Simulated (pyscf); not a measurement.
PySCF, gas phase, ωB97X-D3(BJ)/def2-SVP geometries.

Task: PBE/def2-TZVP puts the barrier of `[ClH]` + `[F][Sn]([Cl])([Cl])[Cl]` → `[Cl][Sn]([Cl])([Cl])[Cl]` + `[FH]` (four-centre exchange; singlet surface; Cl–H, F–Sn broken, Cl–Sn, F–H formed) at 5.1 kcal/mol and the reaction energy at -6.4 kcal/mol, from the separated reactants. What do r²SCAN/def2-TZVP, B3LYP-D3(BJ)/def2-TZVP, ωB97M-D3(BJ)/def2-TZVP give on the same structures?

Result: r²SCAN: ΔE‡ = 4.8 kcal/mol, ΔE = -6.7 kcal/mol; B3LYP-D3(BJ): ΔE‡ = 7.4 kcal/mol, ΔE = -8.0 kcal/mol; ωB97M-D3(BJ): ΔE‡ = 9.3 kcal/mol, ΔE = -7.4 kcal/mol. PBE's barrier lies among them. Its reaction energy lies over all of them, by 0.3 to 1.6 kcal/mol. On the reactant side the descent ends in a complex, 4.3 kcal/mol under the separated species and 10.6 kcal/mol under the saddle at ωB97X-D3(BJ)/def2-TZVP. At ωB97X-D3(BJ) the barrier from the zero used here is 6.3 kcal/mol. This is the saddle that the search found; another between the same sides may lie lower. Elements past Kr carry the def2 core potentials, without spin-orbit coupling.
